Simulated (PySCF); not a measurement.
## Cluster of ammonium and dinitrogen (H4N3(+))

Made of ammonium and dinitrogen. The whole: charge +1, singlet.

```csv
part,name,SMILES,atoms,charge,multiplicity
1,ammonium,[NH4+],1–5,+1,1
2,dinitrogen,N#N,6–7,0,1
```

Coordinates in Å:
```
N1     -0.109   -0.081   -0.019
H2     -0.582   -0.901   -0.406
H3     -0.553    0.766   -0.379
H4     -0.191   -0.096    1.001
H5      0.891   -0.096   -0.283
N6      3.905   -0.186   -0.866
N7      2.836   -0.154   -0.664
```

In these coordinates H5···N7 is 1.983 Å. Part 2 is then moved rigidly along that line, all else held; at short range other atoms may come into contact.

The starting structure comes from a short search with a few starts; no frequency run checks that it is a minimum, and another way of binding may lie lower.

These are computed values: CCSD(T)/aug-cc-pVDZ and MP2/aug-cc-pVTZ, aug-cc-pVQZ counterpoise interaction energy, frozen core, gas phase (PySCF). Geometry: PBE0-D3(BJ)/def2-TZVPD.

Counterpoise energies in kJ/mol, cluster less the parts frozen as they stand in it; small is aug-cc-pVDZ, large aug-cc-pVQZ. Estimated limit: HF in aug-cc-pVQZ, MP2 correlation extrapolated as X⁻³ from aug-cc-pVTZ and aug-cc-pVQZ, and CCSD(T) less MP2 in aug-cc-pVDZ; it isn't the exact limit.

Results

```
H5···N7 (Å)  HF large  MP2 large  SCS-MP2 large  CCSD(T) small  CCSD(T) limit est.
      1.785      -6.7      -20.9          -18.2          -16.0               -20.1
      1.884     -11.8      -23.8          -21.6          -19.9               -23.2
      1.983     -14.7      -24.8          -23.1          -21.8               -24.4
      2.082     -16.0      -24.7          -23.2          -22.3               -24.3
      2.181     -16.4      -23.7          -22.5          -21.9               -23.5
      2.479     -14.6      -19.2          -18.6          -18.4               -19.0
      2.974      -9.9      -12.2          -12.0          -12.0               -12.1
      3.966      -4.5       -5.4           -5.3           -5.2                -5.3
```

The 8 runs took 22 min in all, one thread each of Arm Neoverse N1 on a shared host, launched as `OMP_NUM_THREADS=1 python cluster_run.py task.json out`.
